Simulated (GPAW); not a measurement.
**C2H8N+ (SMILES CC[NH3+]): revPBE/real-space grid (scalar-relativistic datasets)**

Wanted: ionisation energies of C2H8N+. The job is set up through an ASE script.

Program for the calculation: GPAW 26.7.0.

### 1 The structure to begin with

C2H8N+: 11 atoms, total charge +1, spin state singlet. SMILES: `CC[NH3+]`. The coordinates come from a GFN2-xTB relaxation.

Bond lengths: C1–C2 1.514 Å, C2–N3 1.500 Å, C1–H4 1.087 Å, C1–H5 1.086 Å, C1–H6 1.087 Å, C2–H7 1.091 Å, C2–H8 1.091 Å, N3–H9 1.029 Å, N3–H10 1.028 Å, N3–H11 1.029 Å. Some angles: C1–C2–N3 109.8°, C1–C2–H7 110.8°, C1–C2–H8 110.8°, N3–C2–H7 108.3°, N3–C2–H8 108.3°, C2–C1–H4 111.4°, C2–C1–H5 109.4°, C2–C1–H6 111.4°, C2–N3–H9 109.7°, C2–N3–H10 111.7°.

### 2 Ionisation energies at revPBE/real-space grid (scalar-relativistic datasets)

Contents of gs.xyz:

```xyz
11

C     -1.023270     0.531510    -0.488490
C      0.448580     0.185820    -0.403130
N      0.698050    -0.677850     0.797520
H     -1.635140    -0.360450    -0.597620
H     -1.197050     1.157810    -1.358400
H     -1.352510     1.085470     0.387050
H      1.053600     1.088070    -0.307060
H      0.770350    -0.360740    -1.290380
H      0.408230    -0.179170     1.650030
H      1.690380    -0.931390     0.882810
H      0.138790    -1.539070     0.727660
```

Contents of run.py:

```python
from ase.io import read
from gpaw import GPAW

atoms = read('gs.xyz')
atoms.center(vacuum=4.5)

energies = {}
for name, charge, unpaired in [('start', 1, 0), ('oxidised', 2, 1)]:
    atoms.set_initial_magnetic_moments([unpaired / len(atoms)] * len(atoms))
    calc = GPAW(mode='fd',
                h=0.18,
                symmetry='off',
                occupations={'name': 'fermi-dirac', 'width': 0.0, 'fixmagmom': unpaired > 0},
                xc='revPBE',
                maxiter=100,
                charge=charge,
                txt=f'{name}.txt')
    atoms.calc = calc
    energies[name] = atoms.get_potential_energy()
    print(f'{name:10} {energies[name]:12.5f} eV')

ip = energies['oxidised'] - energies['start']
print(f'Vertical IP             {ip:.3f} eV')
```

Command:

```
$ python run.py > run.log
```

Q: Predict the results. Wanted: first ionisation energy.

**Answer.** As computed:

Level: revPBE/real-space grid (scalar-relativistic datasets).

```
               quantity     value
first ionisation energy  17.60 eV
```
